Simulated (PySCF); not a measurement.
Mu-NH2-B2H5.
Bonds: B1–N2, N2–B3. Hydrogens: H4, H5, H6 on B1; H7, H8 on N2; H4, H9, H10 on B3.

A linear-response calculation (PySCF, def2-SVPD basis, gas phase, vertical, core orbitals frozen in the response) gave these numbers; the functional is withheld.

Orbital energies (eV): HOMO-3 -9.85, HOMO-2 -9.58, HOMO-1 -9.52, HOMO -8.80, LUMO 0.16, LUMO+1 1.00, LUMO+2 1.29.

```json
{"state": "S1", "E (eV)": "7.75", "f": "0.0000", "main configurations (H = HOMO, L = LUMO)": "H→L (99%)"}
{"state": "S2", "E (eV)": "8.35", "f": "0.051", "main configurations (H = HOMO, L = LUMO)": "H-1→L (58%), H→L+1 (39%)"}
{"state": "S3", "E (eV)": "8.56", "f": "0.0001", "main configurations (H = HOMO, L = LUMO)": "H-2→L (98%)"}
{"state": "S4", "E (eV)": "8.57", "f": "0.0029", "main configurations (H = HOMO, L = LUMO)": "H→L+1 (52%), H-1→L (41%)"}
{"state": "S5", "E (eV)": "8.69", "f": "0.0007", "main configurations (H = HOMO, L = LUMO)": "H-3→L (94%)"}
{"state": "S6", "E (eV)": "8.90", "f": "0.0000", "main configurations (H = HOMO, L = LUMO)": "H→L+2 (97%)"}
```

Triplets (Tamm–Dancoff): T1 7.60 eV, H→L (96%); T2 7.98 eV, H→L+1 (64%), H-1→L (22%), H→L+4 (10%); T3 8.29 eV, H-1→L (73%), H→L+1 (16%); T4 8.32 eV, H-3→L (89%).

Vertical ionisation energy by ΔSCF with the same functional: 11.15 eV. Mean static polarisability: 41.6 au.

Task: Name the functional.
A. PBE0
B. wB97X-D
C. PBE
D. HF

Result: A. PBE0 is a global hybrid with 25% exact exchange. In this run −ε(HOMO) = 8.80 eV differs from the ΔSCF value by -2.35 eV, and S1 differs from the orbital gap of 8.96 eV by -1.21 eV. The ratio −ε(HOMO)/IP is 0.79. Small neutral molecules mostly give 0.7 to 0.83 with PBE0, 0.5 to 0.7 with PBE, 0.89 to 0.99 with wB97X-D; Hartree–Fock can't fall below 1, since the ion's relaxation only lowers the ΔSCF value.

Level of theory: PySCF, TDDFT PBE0/def2-SVPD, vertical, gas phase, core orbitals frozen in the response. Geometry: PBE0-D3(BJ)/def2-SVP, one conformer, isolated molecule.

Time: 22 s of wall time. Hardware: one thread, Arm Neoverse V1 (shared host).
